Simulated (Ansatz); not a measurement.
# doublet NO2: levels of theory in one basis

```yaml
atoms:
  - { symbol: N, position_ang: [0.0180, 0.0219, 0.3420] }
  - { symbol: O, position_ang: [-0.0026, 1.1133, -0.1159] }
  - { symbol: O, position_ang: [-0.0202, -1.1401, -0.1486] }
```

Basis set: cc-pVTZ (spherical functions). Frozen core: 3 orbitals. Correlation on ROHF uses semicanonical orbitals with singles. Charge 0, multiplicity 2.

Computed with Ansatz (development build ahead of 0.2.0); each method stands on the lowest determinant of its kind that the runs found.

```
  method  E − E(ROHF) (eV)  <S²> of the determinant
    ROHF              0.00                     0.75
     UHF             -0.30                     0.91
ROHF-MP2            -18.87                        –
```

Task: What does UHF-MP2 give on the same scale?

Result: -18.24 eV.

Task: Is a single determinant a sound starting point here?

Result: Only with care. Unrestricted orbitals gain 0.30 eV and <S²> is 0.91 against 0.75 for a pure state, a contamination that matters most for the unrestricted series.

Caution for UHF, UHF-MP2: the unrestricted determinant is spin contaminated. Caution for ROHF-MP2, UHF-MP2: forces differ strongly between restricted and unrestricted references.
